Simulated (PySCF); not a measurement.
## First hyperpolarisability: `C[C@H](C#N)C=O`, C$_{4}$H$_{5}$NO

Geometry (Å), atoms numbered from 1 in this order:
```xyz
11

C    -0.8533   -0.8960   -0.1939
C    -0.0974    0.3348    0.3267
C    -0.3117    1.4892   -0.5327
N    -0.4509    2.3910   -1.2320
C     1.3885   -0.0011    0.3911
O     1.9255   -0.3613    1.3951
H    -0.4857   -1.1900   -1.1786
H    -1.9176   -0.6773   -0.2784
H    -0.7134   -1.7258    0.4992
H    -0.4241    0.5756    1.3414
H     1.9293    0.0685   -0.5749
```

Computed with quadratic response CAM-B3LYP/def2-TZVPD first hyperpolarisability, Taylor convention, gas phase (PySCF 2.14.0). Geometry: PBE0-D3(BJ)/def2-TZVP.

What is the first hyperpolarisability, and how does it disperse?

In au, Taylor convention; the vector part is βᵢ = ⅓ Σⱼ (βᵢⱼⱼ + βⱼᵢⱼ + βⱼⱼᵢ); β∥ is 3/5 of the vector part along the dipole, the dipole points from − to +:
```tsv
process	λ (nm)	β vector norm	β∥	β HRS	depolarisation ratio
static β(0;0,0)	∞	81.3	10.4	31.0	6.97
second harmonic β(−2ω;ω,ω)	1907	83.1	10.6	31.8	6.93
Pockels β(−ω;ω,0)	1907	81.9	10.5	–	–
second harmonic β(−2ω;ω,ω)	1064	87.4	11.1	33.5	6.82
Pockels β(−ω;ω,0)	1064	83.2	10.6	–	–
```

Which lowest excitations, dipole and polarisabilities go with it?

S1 4.30 eV (f = 0.000); S2 7.35 eV (f = 0.004); S3 7.44 eV (f = 0.004); dipole 2.85 D; isotropic α 54.8 au static, 54.9 au at 1907 nm, 55.2 au at 1064 nm, 55.3 au at 953.5 nm, 56.4 au at 532 nm.
